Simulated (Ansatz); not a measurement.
This geometry of AlH4NO (7 atoms, charge 0, multiplicity 1) is a first-order saddle point.

Computed with RKS PBE/6-31G* in Ansatz.

```xyz
7
Properties=species:S:1:pos:R:3
Al -0.343 -0.155 0.642
H 1.161 -0.482 1.416
O 1.484 0.201 0.244
H 1.924 -0.415 -0.393
N -1.381 -0.118 -0.835
H -2.383 -0.315 -0.845
H -1.102 0.332 -1.711
```

Problem. Which two structures does it join? (They come from a converged band through this point; their orientation in space is the band's.)

Solution. Bonds broken: Al1–H2. Bonds formed: H2–O3.

Image 0:

```xyz
7
Properties=species:S:1:pos:R:3
Al 0.137 -0.267 0.231
H -0.005 -0.738 1.753
O 1.666 0.005 -0.534
H 2.463 -0.142 0.004
N -1.317 0.005 -0.765
H -2.272 -0.120 -0.432
H -1.312 0.305 -1.739
```

Image 10:

```xyz
7
Properties=species:S:1:pos:R:3
Al -0.619 0.699 0.935
H 1.692 -0.682 0.942
O 1.313 -0.106 0.245
H 0.700 -0.689 -0.308
N -1.038 -0.083 -0.745
H -1.995 -0.407 -0.922
H -0.693 0.316 -1.630
```

Problem. How far does it lie above each of them?

Solution. 255.2 kJ/mol above the first and 94.1 kJ/mol above the second. This is the barrier of this one path; another mechanism may lie lower. The orbitals stay closed-shell, which can raise the energy where a bond breaks towards radicals; this wasn't checked here.

Time of the run: 2.8 min on 1 thread of Arm Neoverse V1 (shared host), peak memory 0.1 GiB.
